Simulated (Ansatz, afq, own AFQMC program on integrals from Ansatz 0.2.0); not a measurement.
Atomization energy of CH2, singlet

```json
{"atom": "C", "x (Å)": "0.0000", "y (Å)": "-0.1011", "z (Å)": "0.0000"}
{"atom": "H", "x (Å)": "0.0000", "y (Å)": "0.6021", "z (Å)": "-0.8621"}
{"atom": "H", "x (Å)": "0.0000", "y (Å)": "0.6021", "z (Å)": "0.8621"}
```

Atoms in their ground-state spins without spin–orbit coupling (mostly on UHF) minus the molecule (RHF), without zero-point energy. The geometry is a stationary point, not shown to be a minimum.

Basis cc-pVDZ. Only valence electrons are correlated. Integrals, coupled cluster, full CI and functionals: Ansatz 0.2.0; the random walks run on the same integrals in our own AFQMC program. The CISD trial takes its coefficients from CCSD amplitudes. Released means that phaseless walkers are propagated on without the constraint, phases kept. Free projection: walkers drawn from exp(T), propagated without any constraint. Its projection time is finite, and what remains of the start isn't in its error. Error bars are statistical, one sigma. The errors of all members are added in quadrature.

Full CI on the same integrals is exact in this basis and with this determinant's frozen core.

The best estimate is CCSD(T) at the basis-set limit (CBS: def2-TZVPP and def2-QZVPP, with their diffuse functions for anions and beside diffuse sets, CCSD(T) itself extrapolated) plus the step from CCSD(T) to full CI in cc-pVDZ. Rows without CBS are in cc-pVDZ; B2PLYP and the wave-function rows carry a basis error of their own. Core correlation and relativity beyond core potentials are missing, and ± holds the sampling alone.

Cautions: CH₂ (singlet): another spin lies lower, restricted determinant unstable towards unrestricted (UHF 496 meV lower, ⟨S²⟩ 0.71), the released energies move by 1.5 errors or more from one time to the next, so no released level is given (meV from the phaseless value at times in 1/Eh: -2 ± 7 at 0.24, -7 ± 6 at 0.51, -12 ± 7 at 0.99, -17 ± 6 at 1.62, 8 ± 7 at 2.40), though the last usable value meets full CI within the noise.

Best estimate: 7.864 eV.

```json
{"level": "HF", "atomization energy (eV)": "5.332", "error against the best estimate (eV)": "-2.532"}
{"level": "MP2", "atomization energy (eV)": "6.925", "error against the best estimate (eV)": "-0.939"}
{"level": "CCSD", "atomization energy (eV)": "7.112", "error against the best estimate (eV)": "-0.752"}
{"level": "CCSD(T)", "atomization energy (eV)": "7.166", "error against the best estimate (eV)": "-0.698"}
{"level": "CCSDT", "atomization energy (eV)": "7.177", "error against the best estimate (eV)": "-0.687"}
{"level": "CCSDT(Q)", "atomization energy (eV)": "7.181", "error against the best estimate (eV)": "-0.683"}
{"level": "ph-AFQMC/CISD", "atomization energy (eV)": "7.186 ± 0.005", "error against the best estimate (eV)": "-0.678 ± 0.005"}
{"level": "free AFQMC", "atomization energy (eV)": "7.190 ± 0.008", "error against the best estimate (eV)": "-0.674 ± 0.008"}
{"level": "FCI", "atomization energy (eV)": "7.181", "error against the best estimate (eV)": "-0.683"}
{"level": "HF/CBS", "atomization energy (eV)": "5.494", "error against the best estimate (eV)": "-2.370"}
{"level": "MP2/CBS", "atomization energy (eV)": "7.657", "error against the best estimate (eV)": "-0.207"}
{"level": "CCSD(T)/CBS", "atomization energy (eV)": "7.849", "error against the best estimate (eV)": "-0.015"}
```

Correlation beyond CCSD(T) adds 0.015 eV. Going to the basis-set limit adds 0.683 eV at CCSD(T). The perturbative (T) step is worth +0.054 eV.

Best estimates are given only where the step beyond CCSD(T) is under 0.3 eV and no member's determinant is very poor (T1 over 0.05, or 0.07 for open shells, ⟨S²⟩ too high by 0.3, two states mixed), so the hardest cases are missing from such tables.

CCSDT and higher add their correlation energy to the determinant of the CCSD(T) run, since their own runs factorise the integrals more tightly (a shift of under 2 meV). Free projections are given only where their last times agree within the noise and don't stop above the reference; a slow remainder of the start can still hide under it. Each member of a difference takes its own highest rung, so a best estimate needn't equal the limit plus the step of one row. A walk keeps the symmetry of its determinant, which the program's search chose and which needn't be the lowest solution, so a lower state of the same spin and another symmetry isn't excluded.
